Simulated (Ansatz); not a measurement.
**Si2HCl: single points off equilibrium**

The task here is to estimate one member of a computed series from the others.

The runs use Ansatz 0.2.0, Gaussian basis; single points in def2-TZVPP.

Correlated methods freeze the cores.

### Starting geometry

SMILES `[SiH]#[Si]Cl`, 4 atoms, charge 0, spin multiplicity 1.

Atoms are counted from 1 here; the program's logs count them from 0.

Bond lengths: Si1–Si2 2.088 Å, Si1–H4 1.522 Å, Si2–Cl3 2.224 Å. Angles: Si2–Si1–H4 160.6°, Si1–Si2–Cl3 97.9°.

Geometry (Å):

```mol
ClHSi2
  3D, bonds by distance, orders not assigned

  4  3  0  0  0  0  0  0  0  0999 V2000
   -0.5325    0.0758   -0.7406 Si  0  0
    0.5773   -1.3131    0.3542 Si  0  0
    1.4572    0.0955    1.8340 Cl  0  0
   -1.3380    1.3216   -1.0808 H   0  0
  1  2  8  0
  1  4  8  0
  2  3  8  0
M  END
```

Set-up of the first run:

run/in.yaml

```yaml
crystal:
  periodic: [false, false, false]
  atoms:
    - {symbol: Si, position_ang: [-0.532500, 0.075800, -0.740600]}
    - {symbol: Si, position_ang: [0.577300, -1.313100, 0.354200]}
    - {symbol: Cl, position_ang: [1.457200, 0.095500, 1.834000]}
    - {symbol: H, position_ang: [-1.338000, 1.321600, -1.080800]}
basis:
  gaussian: {orbitals: def2-TZVPP}
correlation: {method: ccsd_t}
output: {forces: true}
```

The command line of these runs was not kept.

Steps of the session up to this table: CCSD(T)/def2-TZVPP; PBE0-D4/def2-TZVPP; wB97M-V/def2-TZVPP; r2SCAN-D4/def2-TZVPP; PBE-D4/def2-TZVPP; B97M-V/def2-TZVPP; SPW92/def2-TZVPP.

One table of the session follows, with a row left open; its other results are not shown here.

```
   method  RMS force component (eV/Å)  angle to CCSD(T) forces (°)  dipole (D)
  CCSD(T)                       1.372                    reference        3.22
  PBE0-D4                       1.265                          4.2        3.17
  wB97M-V                       1.297                          3.9        3.32
r2SCAN-D4                       1.255                          4.0        3.01
   PBE-D4                           ?                            ?           ?
   B97M-V                       1.253                          4.4        2.97
    SPW92                       1.162                          9.1        2.77
```

**Question.** Estimate the row for PBE-D4.

As computed: RMS force component (eV/Å): 1.256; angle to CCSD(T) forces (°): 6.7; dipole (D): 2.72. In the column «RMS force component (eV/Å)» it lies between r2SCAN-D4 (1.255) and PBE0-D4 (1.265).
